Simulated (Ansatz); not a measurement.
C5H10, SMILES `C/C=C/CC`, relaxed with RKS PBE0-D4/def2-TZVP in Ansatz from a PBE-D4/def2-SVP geometry. The force threshold is 0.005 eV/Å; the program also tests the step.

The species carries charge 0 and has multiplicity 1.

Start:

```xyz
15

C     1.395    1.177    1.678
C     0.694    0.512    0.530
C    -0.495   -0.117    0.611
C    -1.239   -0.786   -0.515
C    -0.547   -0.783   -1.877
H     1.565    2.259    1.482
H     2.402    0.737    1.852
H     0.815    1.090    2.618
H     1.209    0.556   -0.446
H    -0.997   -0.155    1.596
H    -1.465   -1.835   -0.213
H    -2.242   -0.307   -0.603
H     0.427   -1.313   -1.839
H    -0.349    0.249   -2.232
H    -1.173   -1.284   -2.643
```

```csv
step,energy (eV),largest force (eV/Å),largest move (Å)
1,-5343.2960,0.624,0.000
2,-5343.3585,0.152,0.036
3,-5343.3631,0.018,0.016
4,-5343.3632,0.020,0.014
5,-5343.3633,0.004,0.009
```

End:

```xyz
15

C     1.383    1.161    1.661
C     0.685    0.500    0.521
C    -0.492   -0.107    0.605
C    -1.229   -0.782   -0.507
C    -0.540   -0.766   -1.858
H     1.556    2.223    1.457
H     2.366    0.713    1.837
H     0.804    1.083    2.583
H     1.199    0.531   -0.438
H    -0.992   -0.127    1.574
H    -1.431   -1.819   -0.209
H    -2.221   -0.319   -0.596
H     0.430   -1.268   -1.815
H    -0.372    0.255   -2.208
H    -1.147   -1.279   -2.607
```

Hardware: 4 threads of an AMD EPYC 9R45 on a shared host. Wall time 9 s, peak host memory 0.56 GiB.
